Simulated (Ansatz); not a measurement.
Cost and result for the atomization energy of `[O]F` radical (2 atoms, 1 bond).

The species carries charge 0 and has multiplicity 2. The geometry is a stationary point of PBE0-D4/def2-TZVP. Program: Ansatz. All runs use 2 threads of an AMD EPYC 7R13 on a shared host. Times are those of one run each, without the atoms' runs, and a repeat can differ threefold. Electronic energies, without spin–orbit coupling; frozen cores. CCSD(T)/CBS extrapolates def2-TZVPP and def2-QZVPP, and its time is that of the two runs behind it. T1 = 0.028; ⟨S²⟩ of the reference is 0.76.

CCSD(T)/CBS is a level of theory with its own doubt, some kJ/mol a heavy atom from the limit and from the frozen cores, so smaller differences don't rank the functionals.

```
                             level  functions  wall time  atomization (kJ/mol)  difference from CCSD(T)/CBS  per bond
                PBE0-D4/def2-TZVPP         62     0.55 s                 228.1                         13.2      13.1
               BHLYP-D4/def2-TZVPP         62     0.56 s                 148.7                        -66.2     -66.2
            LDA (SPW92)/def2-TZVPP         62     0.61 s                 406.8                        191.9     191.9
                  CCSD(T)/def2-SVP         28     0.61 s                 169.4                        -45.5     -45.5
           CAM-B3LYP-D4/def2-TZVPP         62     0.65 s                 234.2                         19.3      19.3
               PBE-QIDH/def2-TZVPP         62     0.81 s                 191.0                        -23.9     -23.9
             r2SCANh-D4/def2-TZVPP         62      1.1 s                 221.2                          6.3       6.2
r2SCAN-D4/def2-TZVPP (with forces)         62      1.3 s                 244.3                         29.4      29.4
  ωB97M-V/def2-TZVPP (with forces)         62      1.4 s                 230.0                         15.1      15.1
                 B97M-V/def2-TZVPP         62      1.7 s                 231.8                         16.9      16.9
                CCSD(T)/def2-TZVPP         62      1.8 s                 197.3                        -17.6     -17.7
                CCSD(T)/def2-QZVPP        114      7.5 s                 207.5                         -7.4      -7.5
                 CCSD(T)/CBS(def2)          –      9.3 s                 214.9                          0.0       0.0
```

At CCSD(T), def2-SVP lies −45.5 kJ/mol from the extrapolated value and def2-TZVPP −17.7 kJ/mol: correlation converges slowly with the basis, and small sets miss more of it in the bonded molecule than in its fragments. From BLYP to BHLYP (50 % exact exchange), in def2-TZVPP and without D4, the atomization energy moves by −130.3 kJ/mol: exact exchange takes away binding that semilocal exchange gives to molecules. In def2-TZVPP, CCSD(T) changes the Hartree–Fock value by +260.4 kJ/mol (the triples alone add +24.2 kJ/mol) and MP2 by +271.8 kJ/mol; breaking electron pairs costs correlation energy, which Hartree–Fock lacks.
